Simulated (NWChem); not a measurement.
# Correlation energy of P (+1)

```xyz
1

P      0.0000     0.0000     0.0000
```
Charge +1, spin multiplicity 3.

Everything below was run with NWChem.

Basis set: cc-pVDZ. Each correlation energy counts from its own Hartree-Fock reference.

The correlated methods keep 5 core orbitals frozen. The stability of the SCF solutions was not checked. Open-shell Hartree-Fock references start from PBE0 orbitals. No row is a measurement; the coupled-cluster row has its own basis-set and correlation limits.

For the correlation energy, SCS-UMP2 gives -52.3 mHa and CCSD on ROHF gives -74.2 mHa. What do CCSD on UHF, CCSD[T] on ROHF, CCSD[T] on UHF give?

CCSD on UHF: -70.0 mHa; CCSD[T] on ROHF: -75.3 mHa; CCSD[T] on UHF: -70.9 mHa.
